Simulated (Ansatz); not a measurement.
Anatase TiO2 (metastable phase), treated with PBE in Ansatz (plane waves, PAW).

Numerical settings: plane-wave cutoff 520 eV, 10×10×10 k mesh, no spin polarisation, scalar-relativistic PAW data made under PBE.

Computed at the level's own relaxed cell.

Hill averages of the elastic tensor: K = 180.6 GPa, G = 55.7 GPa. Volume 11.667 Å³/atom, mean atomic mass 26.622 u.

Q: Work out the density, the sound velocities of a polycrystal and the elastic Debye temperature at this level.

A: ρ = 1.66054 × 26.622/11.667 = 3.789 g/cm³. v_l = √[(K + 4G/3)/ρ] = 8.202 km/s and v_t = √(G/ρ) = 3.834 km/s. The mean follows from 3/v_m³ = 1/v_l³ + 2/v_t³: v_m = 4.317 km/s. Θ_D = (ħ/k_B) v_m (6π²/V)^(1/3) = 76.38 K Å s/km × 4.317 × 1.7186 Å⁻¹ = 567 K, counting all atoms of the cell.

Ansatz is a program for electronic structure.
